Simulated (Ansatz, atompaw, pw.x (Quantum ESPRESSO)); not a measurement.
# What a changed setting does to a pw.x run (bcc Al)

Potential: PAW, atompaw 4.2.0.5, PBEsol; core [Ne], reference 3s1.75 3p1.25; waves: 3s (bound): rc 2.25 bohr; 3s channel at 1.55 Ry: rc 2.25 bohr; 3p (bound): rc 1.80 bohr; 3p channel at 4.25 Ry: rc 1.80 bohr; 3d channel at 0.5 Ry: rc 1.80 bohr; local part: troulliermartins scheme with l = 3 at 0 Ry, radius 2.15 bohr; core correction: smooth core density matched at 1.60 bohr; augmentation: sinc compensation charge, radius 2.15 bohr; PAW radius 2.25 bohr; waves and projectors: custom rrkj gramschmidtortho.

The reference run (k-mesh 14³, cutoffs 40/400 Ry, Fermi–Dirac 0.01 Ry, mixing_beta 0.4, conv_thr 1e-9, no spin) gives 0.10 GPa at 16.575 Å³/atom, where all-electron LAPW gives 0.16 GPa. This run, with its own iteration cap, changes k-mesh shift to 1.

```
&control
  calculation='scf', prefix='x', pseudo_dir='./', outdir='./tmp', tstress=.true., disk_io='none'
/
&system
  ibrav=0, nat=1, ntyp=1, ecutwfc=40, ecutrho=400, nbnd=8,
  occupations='smearing', smearing='fd', degauss=0.01
/
&electrons
  conv_thr=1e-09, mixing_beta=0.4, electron_maxstep=60
/
ATOMIC_SPECIES
Al 1.0 Al.UPF
CELL_PARAMETERS angstrom
  -1.60619344 1.60619344 1.60619344
  1.60619344 -1.60619344 1.60619344
  1.60619344 1.60619344 -1.60619344
ATOMIC_POSITIONS crystal
Al 0.0000 0.0000 0.0000
K_POINTS automatic
14 14 14 1 1 1
```

```bash
pw.x < Al.scf.in > Al.scf.out
```

Task: How does the run end?

Result: It converges in 5 iterations; the free energy moves by +3.7 meV/atom and the pressure by -0.24 GPa.

```
Message from routine setup:
     using ibrav=0 with symmetry is DISCOURAGED, use correct ibrav instead
     lattice parameter (alat)  =       5.2572  a.u.
     unit-cell volume          =     111.8536 (a.u.)^3
     number of electrons       =         3.00
     number of Kohn-Sham states=            8
     kinetic-energy cutoff     =      40.0000  Ry
     charge density cutoff     =     400.0000  Ry
     scf convergence threshold =      1.0E-09
     Exchange-correlation= SLA PW PSX PSC
     number of k points=   100  Fermi-Dirac smearing, width (Ry)=  0.0100
     iteration #  1     ecut=    40.00 Ry     beta= 0.40
     total energy              =     -38.51405008 Ry
     estimated scf accuracy    <       0.00465808 Ry
     iteration #  2     ecut=    40.00 Ry     beta= 0.40
     total energy              =     -38.51300857 Ry
     estimated scf accuracy    <       0.00140817 Ry
     iteration #  3     ecut=    40.00 Ry     beta= 0.40
     total energy              =     -38.51309770 Ry
     estimated scf accuracy    <       0.00000161 Ry
     iteration #  4     ecut=    40.00 Ry     beta= 0.40
     total energy              =     -38.51309819 Ry
     estimated scf accuracy    <          9.3E-09 Ry
     iteration #  5     ecut=    40.00 Ry     beta= 0.40
     the Fermi energy is     7.8144 ev
!    total energy              =     -38.51309818 Ry
     estimated scf accuracy    <          3.5E-10 Ry
     smearing contrib. (-TS)   =      -0.00175940 Ry
     The total energy is F=E-TS. E is the sum of the following terms:
     one-electron contribution =       3.15974823 Ry
     hartree contribution      =       0.00400672 Ry
     xc contribution           =      -2.33888955 Ry
     ewald contribution        =      -5.39542568 Ry
     one-center paw contrib.   =     -33.94077851 Ry
     convergence has been achieved in   5 iterations
          total   stress  (Ry/bohr**3)                   (kbar)     P=       -1.35
     Message from routine punch:
     Nothing written, as per user request (disk_io='none')
```

The run took about 4.2 s on one core of a shared host (Intel(R) Xeon(R) 6975P-C, 192 threads, 378 GiB, load 84).
